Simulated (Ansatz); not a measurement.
Compare A (`C[SiH]Cl`•) with its isomer B (`[CH2][SiH2]Cl`•).

Computed with Ansatz on PBE0-D4/def2-TZVP structures; ΔE is electronic, products minus reactants. CCSD(T)/CBS is the MP2 limit (def2-TZVPP, def2-QZVPP) plus CCSD(T) − MP2 in def2-TZVPP, frozen cores. DFT in def2-TZVPP. B3LYP here is the variant with VWN-RPA as its local correlation; programs differ in this. No spin–orbit coupling; open shells (•) take unrestricted orbitals.

Which isomer does CCSD(T)/CBS put lower? Give the gap. (Best estimate.)

Ansatz gave: A, by 11.1 kcal/mol.

Give E(B) − E(A) in kcal/mol with B3LYP-D4, B3LYP, r2SCAN-D4, PBE0-D4, CCSD/def2-TZVPP, B2PLYP, ωB97M-V. (Estimate.)

Computed: B3LYP-D4 11.9, B3LYP 11.6, r2SCAN-D4 12.0, PBE0-D4 13.7, CCSD/def2-TZVPP 10.2, B2PLYP 11.7, ωB97M-V 11.1. None reverses the order clearly.

Does the order hold for the free energy at 298.15 K (harmonic terms from PBE0-D4)? (An estimate is asked.)

Computed: Yes: G(B) − G(A) = +8.1 kcal/mol.

Largest T1 diagnostic: 0.012.

In def2-TZVPP, CCSD(T) changes the Hartree–Fock value by +7.2 kcal/mol (the triples alone add +1.1 kcal/mol) and MP2 by +9.5 kcal/mol. From PBE to PBE0 (25 % exact exchange), in def2-TZVPP and without D4, E(B) − E(A) moves by −1.8 kcal/mol.
